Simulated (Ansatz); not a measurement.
Input file:

```yaml
crystal:
  periodic: [false, false, false]
  atoms:
    - {symbol: Hf, position_ang: [0.000000, 0.000000, 0.000000]}
    - {symbol: Cl, position_ang: [0.000000, 0.000000, 5.888000]}
basis:
  gaussian: {orbitals: def2-SVP}
magnetization: {spin_polarized: true, initial_magnetization: 5}
correlation: {method: ccsdt_q, electrons: outside_noble_gas}
```

```sh
$ ansatz run in.yaml --threads 1 --pin off --events-out ev --progress --plain --max-ram 2393MiB
```

Output:

```
786 factors; integrals over basis functions are off by at most 1.5e-7 eV
mean field evaluation 1: about -13784.8803 eV, gradient 1.0e1 eV
mean field evaluation 2: about -13784.8830 eV, gradient 1.0e1 eV
mean field evaluation 4: about -13786.3438 eV, gradient 1.2e0 eV
mean field evaluation 8: about -13786.3600 eV, gradient 4.1e-4 eV
mean field evaluation 16: about -13786.4064 eV, gradient 4.2e-1 eV
mean field evaluation 32: about -13786.5505 eV, gradient 9.1e-2 eV
mean field evaluation 64: about -13786.5521 eV, gradient 4.7e-9 eV
mean field evaluation 96: about -13786.5513 eV, gradient 1.4e-2 eV
mean field evaluation 128: about -13785.6471 eV, gradient 2.2e0 eV
mean field evaluation 160: about -13785.7773 eV, gradient 6.7e-1 eV
...
cycle  21  -4.17941476 eV  change   -5.0e-8 eV  update   1.3e-5
cycle  22  -4.17941479 eV  change   -3.1e-8 eV  update   3.7e-6
cycle  23  -4.17941481 eV  change   -1.5e-8 eV  update   3.1e-6
cycle  24  -4.17941478 eV  change    2.4e-8 eV  update   4.4e-6
cycle  25  -4.17941475 eV  change    3.4e-8 eV  update   2.8e-6
cycle  26  -4.17941471 eV  change    3.7e-8 eV  update   4.4e-6
cycle  27  -4.17941469 eV  change    2.4e-8 eV  update   5.3e-6
cycle  28  -4.17941471 eV  change   -2.6e-8 eV  update   5.4e-6
cycle  29  -4.17941476 eV  change   -4.2e-8 eV  update   9.1e-6
cycle  30  -4.17941479 eV  change   -3.1e-8 eV  update   7.9e-7
perturbative correction -0.00335487 eV, -0.0001232894 hartree
Total energy: -13790.73486716 eV, -506.8001586724 hartree
```

Ran on 1 thread of Arm Neoverse V1, shared host: 3 min wall, 0.62 GiB peak host memory.
